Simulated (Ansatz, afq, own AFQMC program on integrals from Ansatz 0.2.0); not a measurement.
**HfCl⁺, triplet in def2-SVP, levels against CCSDT(Q)**

```
atom   x (Å)   y (Å)   z (Å)
  Hf  0.0000  0.0000  0.0000
  Cl  0.0000  0.0000  2.3043
```

Basis def2-SVP with its core potentials. Noble-gas cores (and the filled d shells of Ga–Kr and In–Xe) are frozen. AFQMC by an in-house program on the Cholesky factors that Ansatz 0.2.0 writes for its CCSD(T) run. The CISD trial takes its coefficients from CCSD amplitudes. Released means that phaseless walkers are propagated on without the constraint, phases kept. ± is one standard error of the sampling. No spin–orbit coupling. The metal's outer-core s and p shells are frozen, which shifts wave-function levels against functionals.

Determinant: UHF, the one that the program's search chose, which needn't be the lowest solution. The geometry is a PBE0/def2-TZVP stationary point of this or a neighbouring charge and spin state.

No full CI on the walks' own integrals is used here; CCSDT(Q) serves as the reference and is uncertain by about the last step of the cluster series.

Cautions: no spin-orbit coupling; outer-core shells of the metal frozen; another spin lies lower (by 93 meV).

```
T1 diagnostic                               : 0.0222
weight of the determinant in the CISD state : 0.915
⟨S²⟩ of the determinant                     : 2.006
size of the correlated space                : 10 electrons in 41 orbitals
```

Reference: CCSDT(Q), correlation energy -5.058 eV. The released energy is read at 3.00 1/Eh, later times being too noisy (meV from the phaseless value at times in 1/Eh: -7 ± 3 at 0.60, -5 ± 3 at 1.20, -7 ± 4 at 2.00, -5 ± 5 at 3.00, -9 ± 11 at 4.20).

```json
{"level": "HF", "E − E(reference) (kJ/mol)": "488.0", "share of correlation (%)": "0.00"}
{"level": "MP2", "E − E(reference) (kJ/mol)": "55.7", "share of correlation (%)": "88.58"}
{"level": "CCSD", "E − E(reference) (kJ/mol)": "19.4", "share of correlation (%)": "96.03"}
{"level": "CCSD(T)", "E − E(reference) (kJ/mol)": "3.0", "share of correlation (%)": "99.39"}
{"level": "CCSDT", "E − E(reference) (kJ/mol)": "1.5", "share of correlation (%)": "99.69"}
{"level": "ph-AFQMC/HF", "E − E(reference) (kJ/mol)": "-10.7 ± 2.4", "share of correlation (%)": "102.19"}
{"level": "ph-AFQMC/CISD", "E − E(reference) (kJ/mol)": "0.8 ± 0.4", "share of correlation (%)": "99.83"}
{"level": "released AFQMC", "E − E(reference) (kJ/mol)": "0.4 ± 0.5", "share of correlation (%)": "99.93"}
```

A walk keeps the symmetry of its determinant, which the program's search chose and which needn't be the lowest solution, so a lower state of the same spin and another symmetry isn't excluded. Released energies are given only where the last usable release times agree within the noise; a slower fall can still hide under it.
